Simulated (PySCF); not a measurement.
# BH₃: adding exact exchange

Base calculation in PySCF with density fitting and no spin–orbit coupling, PBE/def2-TZVP (no relativity): singlet, D3h, B–H 1.199 Å (×3); wavenumbers 1121, 1154 (×2), 2504, 2639 (×2) cm⁻¹; gap between the highest occupied and lowest empty levels 5.40 eV, polar-tensor charge of B 0.47 e, atomisation energy (no zero-point energy) 1164 kJ/mol.

Q: What changes on going to PBE0/def2-TZVP (no relativity)?

A: The point group stays the same. Changes: mean bond to B -0.006 Å, highest wavenumber +56 cm⁻¹, lowest wavenumber +24 cm⁻¹, gap between the highest occupied and lowest empty levels +2.57 eV, polar-tensor charge of B +0.02 e, atomisation energy (no zero-point energy) +3 kJ/mol. The new structure has B–H 1.193 Å (×3), with wavenumbers 1145, 1189 (×2), 2557, 2695 (×2) cm⁻¹. Exact exchange shortens and stiffens the bonds and opens the gap, the usual pattern.

Only the bonding shown was studied: isomers, or loss of a ligand pair, can lie lower.
